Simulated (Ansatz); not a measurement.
# PH₃ (singlet): wave-function methods side by side, aug-cc-pVTZ

One table from this session's results is given with a row withheld; the runs are named, their logs left out.

Computed with Ansatz 0.2.0, Gaussian basis. Level: aug-cc-pVTZ, core rule «outside noble gas», up to 5 orbitals frozen.

The runs, in order: UHF; CCSD(T) on RHF; BCCD(T) on RHF; CCSDT(Q) on RHF; CASSCF and NEVPT2, 8 electrons in 7 orbitals.

2 further runs of the same task are left out: 2 set aside as unsound or not needed.

### The system

The geometry is a PBE0/def2-TZVPD stationary point (not a proven minimum) of the parent state, kept for this charge and spin.

4 atoms, charge 0, spin multiplicity 1.

Atoms are counted from 1 here; the program's logs count them from 0.

Bond lengths: P1–H2 1.439 Å, P1–H3 1.439 Å, P1–H4 1.439 Å. Angles: H2–P1–H3 93.3°, H2–P1–H4 93.3°, H3–P1–H4 93.3°.

The first run:

File in.yaml:

```yaml
crystal:
  periodic: [false, false, false]
  atoms:
    - {symbol: P, position_ang: [0.001751, 0.002274, -0.069394]}
    - {symbol: H, position_ang: [1.190325, -0.014566, 0.741584]}
    - {symbol: H, position_ang: [-0.630487, 1.018495, 0.729511]}
    - {symbol: H, position_ang: [-0.613631, -1.073821, 0.661360]}
basis:
  gaussian: {orbitals: aug-cc-pVTZ}
magnetization: {spin_polarized: true, initial_magnetization: 0}
hamiltonian: {xc: hf}
output: {orbitals: {seedname: orbitals}}
```

Launch:

```sh
$ ansatz run in.yaml --threads 1 --pin off --events-out ev --progress --plain --max-ram 4096MiB --backend cpu
```

Steps of the session up to this table: UHF; CCSD(T) on RHF; BCCD(T) on RHF; CCSDT(Q) on RHF; CASSCF and NEVPT2, 8 electrons in 7 orbitals.

One of the session's tables, all rows but one given; the rest of the session is left out.

| method | from RCCSDT(Q) (kcal/mol) |
| --- | --- |
| RHF | +131.97 |
| RMP2 | +22.95 |
| RCCSD | ? |
| RCCSD(T) | +0.74 |
| BCCD(T) | +0.73 |
| RCCSDT | +0.19 |
| RCCSDT(Q) | 0 |
| CASSCF valence | +100.45 |
| NEVPT2 valence | +24.91 |

Q: Estimate the row for RCCSD from the others.

The run gave: from RCCSDT(Q) (kcal/mol): +5.28. In the column «from RCCSDT(Q) (kcal/mol)» it lies between RCCSD(T) (+0.74) and RMP2 (+22.95).
